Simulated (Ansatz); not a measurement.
Species: SiH₃, charge 1, multiplicity 1. 
Coordinates optimised at B3LYP-D3(BJ)/def2-TZVP (Ansatz, a first-principles code):
```xyz
4

Si     0.0000     0.0000     0.0000
H      0.0122     1.4675    -0.0088
H      1.2647    -0.7442     0.0200
H     -1.2769    -0.7232    -0.0112
```
Charge +1, spin multiplicity 1.

Basis-set convergence of Hartree-Fock and MP2 correlation energies (hartree) with Ansatz. Cores are frozen in the correlated levels unless marked. No spin-orbit coupling. Non-relativistic.

```tsv
basis	functions	E(HF)	E(corr, MP2)
aug-cc-pV(D+d)Z	59	-290.35316	-0.08619
aug-cc-pV(T+d)Z	124	-290.36455	-0.10411
aug-cc-pV(Q+d)Z	227	-290.36778	-0.11052
```

Extrapolating the two largest sets (X = 3 and 4) as X^-3: E(corr) = (64·(-0.11052) - 27·(-0.10411))/37 = -0.1152 Eh, an estimate of the basis-set limit. The largest set recovers 95.9 % of it, the smallest 74.8 %.
